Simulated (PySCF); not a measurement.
Compound: NH₃.
Hydrogens: H2, H3, H4 on N1.

Computed by this run: PBE0-D3(BJ)/def2-SVP geometry optimisation, gas phase in PySCF 2.14.0; density fitting, grid level 1; the optimiser is geomeTRIC in internal coordinates, started from a GFN2-xTB structure with every atom displaced at random (about 0.01 Å).

Step 0: E = -1535.8054 eV
```
atom  x, y, z in Å  |  force x, y, z in eV/Å
N1     -0.2614    0.0090   -0.0875   -0.834  -0.258   1.936
H2      0.2976   -0.1353   -0.8886    0.960   0.028  -1.185
H3      0.0307    0.8719    0.3880    0.053  -0.393  -0.344
H4     -0.0287   -0.7702    0.5552   -0.179   0.623  -0.406
```

Step 1: E = -1535.4549 eV
```
atom  x, y, z in Å  |  force x, y, z in eV/Å
N1     -0.2995   -0.0136   -0.0660   -1.802  -1.838  -4.412
H2      0.3200   -0.0727   -0.8983   -0.540  -0.542   0.635
H3      0.0502    0.7393    0.3496    1.583   5.054   2.375
H4     -0.0325   -0.6776    0.5818    0.760  -2.674   1.403
```

Step 2: E = -1535.8000 eV
```
atom  x, y, z in Å  |  force x, y, z in eV/Å
N1     -0.2977   -0.0161   -0.0780   -0.144   0.122  -1.071
H2      0.3168   -0.0917   -0.9015   -0.264  -0.347   0.383
H3      0.0504    0.8067    0.3666    0.138   1.155   0.459
H4     -0.0313   -0.7234    0.5799    0.270  -0.930   0.230
```

**Question.** Estimate the geometry and energy of step 3. (The exact step hangs on the optimiser's Hessian estimate; all steps are aligned on step 2, rigid shifts and turns removed.)

**Answer.** E = -1535.8461 eV, largest force 0.306 eV/Å
```
atom  x, y, z in Å  |  force x, y, z in eV/Å
N1     -0.2894   -0.0001   -0.0744   -0.036  -0.188  -0.178
H2      0.3120   -0.1177   -0.8907   -0.034  -0.013   0.008
H3      0.0419    0.8466    0.3733    0.071   0.264   0.136
H4     -0.0264   -0.7533    0.5589   -0.001  -0.063   0.034
```

The energy changes by -0.0461 eV. The first-order estimate −F·Δx gives -0.0835 eV and the mean of the old and new forces, exact on a quadratic surface, -0.0461 eV. The step makes an angle of 50° with the force vector and moves no atom by more than 0.041 Å.

The cost below is that of the whole optimisation. Hardware: one thread of an Intel Xeon 6975P-C, on a shared host. Cost: 0.93 s, 0.25 GiB resident at most.
